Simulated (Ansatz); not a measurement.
Two shapes of singlet SO3.

Shape 1:

```xyz
4

S    -0.0352    0.0234   -0.0267
O     1.4136   -0.0320    0.0265
O    -0.7472    1.2888   -0.0129
O    -0.7399   -1.2796    0.0340
```

Shape 2:

```xyz
4

S     0.0000    0.0000    0.0000
O     1.5568    0.0000    0.0000
O    -0.7784    1.3482    0.0000
O    -0.7784   -1.3482    0.0000
```

Basis set: def2-TZVP (spherical functions). Left uncorrelated: 8 orbitals. Charge 0, multiplicity 1.

Computed with Ansatz (development build ahead of 0.2.0); each method stands on the lowest determinant of its kind that the runs found.

Q: Which shape is lower in energy, and by how much in each method?

A:

| method | E(2) − E(1) (eV) |
| --- | --- |
| RHF | 2.045 |
| RHF-MP2 | 1.063 |

Shape 1 is lower. Caution: no unrestricted run beside it, a lower state can exist.
